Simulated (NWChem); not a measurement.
Program: NWChem. System: Si, charge 0, spin multiplicity 3. Its SCF solution wasn't tested for a lower state. Level: UTPSS/def2-TZVPD.

Input file:

```
start mol
memory heap 200 mb stack 900 mb global 1100 mb
geometry units angstroms nocenter noautoz
  Si     0.000000     0.000000     0.000000
  symmetry group D2h
end
basis spherical
  * library def2-tzvpd
end
dft
  xc xtpss03 ctpss03
  odft
  mult 3
  semidirect memsize 60000000 filesize 0
  iterations 100
  grid fine
end
task dft energy
```

NWChem printed:

```
             Northwest Computational Chemistry Package (NWChem) 7.3.0
             --------------------------------------------------------

                                NWChem Input Module
                                -------------------

 Scaling coordinates for geometry "geometry" by  1.889725989
 (inverse scale =  0.529177249)

                             Geometry "geometry" -> ""
                             -------------------------

 Output coordinates in angstroms (scale by  1.889725989 to convert to a.u.)

  No.       Tag          Charge          X              Y              Z
 ---- ---------------- ---------- -------------- -------------- --------------
    1 Si                  14.0000     0.00000000     0.00000000     0.00000000

 Effective nuclear repulsion energy (a.u.)       0.0000000000

            Nuclear Dipole moment (a.u.)
            ----------------------------
        X                 Y               Z
 ---------------- ---------------- ----------------
     0.0000000000     0.0000000000     0.0000000000

      Symmetry information
      --------------------

 Group name             D2h
 Group number             26
 Group order               8
 No. of unique centers     1

      Symmetry unique atoms

     1


 Summary of "ao basis" -> "" (spherical)
 ------------------------------------------------------------------------------
       Tag                 Description            Shells   Functions and Types
 ---------------- ------------------------------  ------  ---------------------
 *                         def2-tzvpd                 on all atoms

                                 NWChem DFT Module
                                 -----------------

 Summary of "ao basis" -> "ao basis" (spherical)
 ------------------------------------------------------------------------------
       Tag                 Description            Shells   Functions and Types
 ---------------- ------------------------------  ------  ---------------------
 Si                        def2-tzvpd               15       43   6s5p3d1f

 Summary of "ao basis" -> "ao basis" (spherical)
 ------------------------------------------------------------------------------
       Tag                 Description            Shells   Functions and Types
 ---------------- ------------------------------  ------  ---------------------
 Si                        def2-tzvpd               15       43   6s5p3d1f

      Symmetry analysis of basis
      --------------------------

        ag         12
        au          1
        b1g         3
        b1u         7
        b2g         3
        b2u         7
        b3g         3
        b3u         7

            General Information
            -------------------
          SCF calculation type: DFT
          Wavefunction type:  spin polarized.
          No. of atoms     :     1
          No. of electrons :    14
           Alpha electrons :     8
            Beta electrons :     6
          Charge           :     0
          Spin multiplicity:     3
          Use of symmetry is: on ; symmetry adaption is: on
          Maximum number of iterations: 100
          AO basis - number of functions:    43
                     number of shells:    15
          Convergence on energy requested:  1.00D-06
          Convergence on density requested:  1.00D-05
          Convergence on gradient requested:  5.00D-04

              XC Information
              --------------
                  TPSS metaGGA Exchange Functional  1.000
[...]
     3     -0.421364  1 Si s                  2      0.094128  1 Si s
     1      0.074220  1 Si s

 Vector    7  Occ=1.000000D+00  E=-1.728667D-01  Symmetry=b1u
              MO Center=  3.2D-31,  3.3D-31,  1.1D-17, r^2= 2.4D+00
   Bfn.  Coefficient  Atom+Function         Bfn.  Coefficient  Atom+Function
  ----- ------------  ---------------      ----- ------------  ---------------
    18      0.561377  1 Si pz                21      0.416030  1 Si pz
     9     -0.175346  1 Si pz                15      0.169717  1 Si pz
    12     -0.085564  1 Si pz

 Vector    8  Occ=1.000000D+00  E=-1.728667D-01  Symmetry=b3u
              MO Center=  9.7D-18, -4.4D-32,  2.5D-31, r^2= 2.4D+00
   Bfn.  Coefficient  Atom+Function         Bfn.  Coefficient  Atom+Function
  ----- ------------  ---------------      ----- ------------  ---------------
    16      0.561377  1 Si px                19      0.416030  1 Si px
     7     -0.175346  1 Si px                13      0.169717  1 Si px
    10     -0.085564  1 Si px

 Vector    9  Occ=0.000000D+00  E=-1.536967D-01  Symmetry=b2u
              MO Center=  6.6D-31,  2.1D-18, -2.2D-31, r^2= 2.5D+00
   Bfn.  Coefficient  Atom+Function         Bfn.  Coefficient  Atom+Function
  ----- ------------  ---------------      ----- ------------  ---------------
    17      0.538935  1 Si py                20      0.440950  1 Si py
     8     -0.173944  1 Si py                14      0.168638  1 Si py
    11     -0.082392  1 Si py

 Vector   10  Occ=0.000000D+00  E= 1.037982D-02  Symmetry=ag
              MO Center=  6.5D-32,  3.9D-18,  5.4D-33, r^2= 1.0D+01
   Bfn.  Coefficient  Atom+Function         Bfn.  Coefficient  Atom+Function
  ----- ------------  ---------------      ----- ------------  ---------------
     6      1.942859  1 Si s                  5     -1.354919  1 Si s
     4     -0.200440  1 Si s                  3      0.147321  1 Si s
     2     -0.037595  1 Si s                  1     -0.025118  1 Si s

 Vector   11  Occ=0.000000D+00  E= 6.747995D-02  Symmetry=b2g
              MO Center= -1.1D-31,  7.2D-32, -2.5D-31, r^2= 7.6D+00
   Bfn.  Coefficient  Atom+Function         Bfn.  Coefficient  Atom+Function
  ----- ------------  ---------------      ----- ------------  ---------------
    35      0.865983  1 Si d  1              30      0.143387  1 Si d  1
    25      0.129751  1 Si d  1

                     DFT Final Beta Molecular Orbital Analysis
                     -----------------------------------------

 Vector    4  Occ=1.000000D+00  E=-3.507953D+00  Symmetry=b1u
              MO Center=  3.3D-35,  3.3D-35, -3.8D-26, r^2= 1.0D-01
   Bfn.  Coefficient  Atom+Function         Bfn.  Coefficient  Atom+Function
  ----- ------------  ---------------      ----- ------------  ---------------
     9      0.715387  1 Si pz                12      0.344306  1 Si pz
    15      0.075962  1 Si pz

 Vector    5  Occ=1.000000D+00  E=-3.507953D+00  Symmetry=b3u
              MO Center= -4.4D-26, -1.0D-34,  3.1D-35, r^2= 1.0D-01
   Bfn.  Coefficient  Atom+Function         Bfn.  Coefficient  Atom+Function
  ----- ------------  ---------------      ----- ------------  ---------------
     7      0.715387  1 Si px                10      0.344306  1 Si px
    13      0.075962  1 Si px

 Vector    6  Occ=1.000000D+00  E=-3.522356D-01  Symmetry=ag
              MO Center=  7.7D-34, -9.0D-34,  6.7D-34, r^2= 1.6D+00
   Bfn.  Coefficient  Atom+Function         Bfn.  Coefficient  Atom+Function
  ----- ------------  ---------------      ----- ------------  ---------------
     4      0.699207  1 Si s                  5      0.451028  1 Si s
     3     -0.409721  1 Si s                  2      0.098121  1 Si s
     1      0.072614  1 Si s                 26     -0.025267  1 Si d  2
    31     -0.025299  1 Si d  2

 Vector    7  Occ=0.000000D+00  E=-1.319049D-01  Symmetry=b2u
              MO Center= -1.1D-31,  3.9D-25,  2.8D-31, r^2= 2.5D+00
   Bfn.  Coefficient  Atom+Function         Bfn.  Coefficient  Atom+Function
  ----- ------------  ---------------      ----- ------------  ---------------
    17      0.521565  1 Si py                20      0.456706  1 Si py
     8     -0.174114  1 Si py                14      0.172087  1 Si py
    11     -0.080847  1 Si py

 Vector    8  Occ=0.000000D+00  E=-9.643872D-02  Symmetry=b3u
              MO Center= -2.1D-25, -2.7D-32,  1.6D-32, r^2= 2.9D+00
   Bfn.  Coefficient  Atom+Function         Bfn.  Coefficient  Atom+Function
  ----- ------------  ---------------      ----- ------------  ---------------
    19      0.547546  1 Si px                16      0.438111  1 Si px
    13      0.167465  1 Si px                 7     -0.163614  1 Si px
    10     -0.074425  1 Si px

 Vector    9  Occ=0.000000D+00  E=-9.643872D-02  Symmetry=b1u
              MO Center= -3.1D-33,  1.2D-33, -1.8D-25, r^2= 2.9D+00
   Bfn.  Coefficient  Atom+Function         Bfn.  Coefficient  Atom+Function
  ----- ------------  ---------------      ----- ------------  ---------------
    21      0.547546  1 Si pz                18      0.438111  1 Si pz
    15      0.167465  1 Si pz                 9     -0.163614  1 Si pz
    12     -0.074425  1 Si pz

   alpha - beta orbital overlaps
   -----------------------------

   alpha      1      2      3      4      5      6      7      8      9     10
    beta      1      2      3      4      5      6      9      8      7     10
 overlap   1.000  1.000  1.000  1.000  1.000  0.997  0.995  0.995  0.999  0.999

   alpha     11     12     13     14     15     16     17     18     19     20
    beta     15     14     12     13     11     17     18     16     23     22
 overlap   0.995  0.995  0.999  0.999  0.999  0.995  0.995  1.000  0.995  0.995

   alpha     21     22     23     24     25     26     27     28     29     30
    beta     20     21     19     24     28     29     26     27     25     31
 overlap   0.999  0.999  0.998  1.000  1.000  1.000  1.000  1.000  0.999  1.000

   alpha     31     32     33     34     35     36     37     38     39     40
    beta     32     33     34     30     35     36     37     38     39     40
 overlap   1.000  1.000  1.000  1.000  1.000  1.000  1.000  1.000  1.000  1.000

   alpha     41     42     43
    beta     41     42     43
 overlap   1.000  1.000  1.000

     --------------------------
     Expectation value of S2:
     --------------------------
      <S2> =      2.0057 (Exact =     2.0000)

 Task  times  cpu:        0.8s     wall:        0.8s

 Total times  cpu:        0.9s     wall:        0.9s
```
